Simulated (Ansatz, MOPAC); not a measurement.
Species: C₃H₃, net charge 0, doublet state. SMILES: [C]1=CC1

Atoms: C1, C2, C3, H4, H5, H6. Bonds: C1-C2, C1-C3, C1-H4, C1-H5, C2-C3, C3-H6.

Bond lengths (Å) and angles (degrees) optimised at PM7 with MOPAC; MNDO with MOPAC; B3LYP/LANL2DZ with Ansatz (a quantum-chemistry and plane-wave program), each started from the B3LYP-D3(BJ)/def2-TZVP structure (Ansatz) of the last column. A row stands for all coordinates that are equal there; 8 of 13 kinds are shown. No wavenumbers were computed at MNDO, B3LYP/LANL2DZ, so these may be saddle points.

| coordinate | PM7 | MNDO | B3LYP/LANL2DZ | B3LYP-D3(BJ)/def2-TZVP |
|---|---|---|---|---|
| C1-C2 | 1.449 | 1.477 | 1.534 | 1.485 |
| C1-C3 | 1.599 | 1.574 | 1.649 | 1.609 |
| C1-H4 | 1.087 | 1.096 | 1.090 | 1.087 |
| C2-C3 | 1.319 | 1.324 | 1.308 | 1.272 |
| C3-H6 | 1.034 | 1.060 | 1.075 | 1.071 |
| C2-C1-C3 | 51.0 | 51.3 | 48.4 | 48.3 |
| C1-C2-C3 | 70.4 | 68.2 | 70.5 | 70.9 |
| C1-C3-C2 | 58.6 | 60.5 | 61.2 | 60.7 |

Mean signed difference of all 6 bond lengths from B3LYP-D3(BJ)/def2-TZVP: PM7 -0.006 Å, MNDO 0.003 Å, B3LYP/LANL2DZ 0.023 Å.
